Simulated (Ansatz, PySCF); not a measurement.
System: CH3S, charge 0, doublet. CH3S (SMILES S[CH2], doublet).
B3LYP-D3(BJ)/def2-TZVP minimum from Ansatz (an electronic-structure program):
```
C
H 1 1.0766
H 1 1.0777 2 121.19
S 1 1.7159 2 121.95 3 -180.00
H 4 1.3430 1 98.20 2 0.00
```
Charge 0, spin multiplicity 2.

Atomisation energy term by term, kcal/mol (programs: Ansatz). Open shells are spin-unrestricted; no spin-orbit coupling. Cores are frozen in correlated methods. Rows without X2C or -DK are non-relativistic. CBS(X,Y): correlation extrapolated as X^-3, Hartree-Fock from the larger set (Q,5: extrapolated as (X+1)exp(-9√X)). A bracket is a step between two methods taken in the basis named. '+ core + X2C': CCSD(T) terms for core correlation (cc-pwCVTZ, 1s frozen past Ne) and scalar relativity (cc-pVTZ-DK). Where a partner has so few electrons that a lower coupled-cluster level is exact, that level stands in.

```csv
term,basis,kcal/mol
Hartree-Fock,"CBS(cc-pV(Q+d)Z,cc-pV(5+d)Z)",271.59
CCSD correlation,"CBS(cc-pV(Q+d)Z,cc-pV(5+d)Z)",94.18
(T),"CBS(cc-pV(Q+d)Z,cc-pV(5+d)Z)",5.94
CCSDT(Q) - CCSD(T),cc-pV(T+d)Z,0.24
core correlation,cc-pwCVTZ,1.45
scalar relativity,"X2C, cc-pVTZ-DK",-0.58
minus zero-point energy,Hessian by PySCF at B3LYP-D3(BJ)/def2-TZVP,-19.62
sum: D0,,353.2
```

The step beyond CCSD(T) by other levels: CCSDT(Q) in cc-pV(D+d)Z 0.42 kcal/mol.
